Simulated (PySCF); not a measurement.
Rotational lines of NaH

Lines J+1 ← J of the vibrational ground state, computed from RHF-CCSD(T) constants of NaH, ¹Σ⁺ (singlet), closed shell (PySCF, no relativity, basis sets Na pcseg-2, H pcseg-2; masses 22.9898 and 1.0078 u), in MHz:

```
J  ν (MHz)
0   284272
1   568294
2   851816
3  1134586
4  1416354
```

Q: Find B0 and the effective bond length r0; with αe = 0.0877 cm⁻¹, find Re.

A: ν = 2B0(J+1) − 4D(J+1)³ gives B0 = 4.7419 cm⁻¹. With the reduced mass μred = 0.96550 u, r0 = √(16.8576/(μred·B0)) (u, cm⁻¹, Å) = 1.9189 Å. Be = B0 + αe/2 = 4.7858 cm⁻¹ gives Re = 1.910 Å.

Correlated steps freeze 1 core orbital. Where the molecule has an RHF reference, its open-shell atoms are computed with UHF.
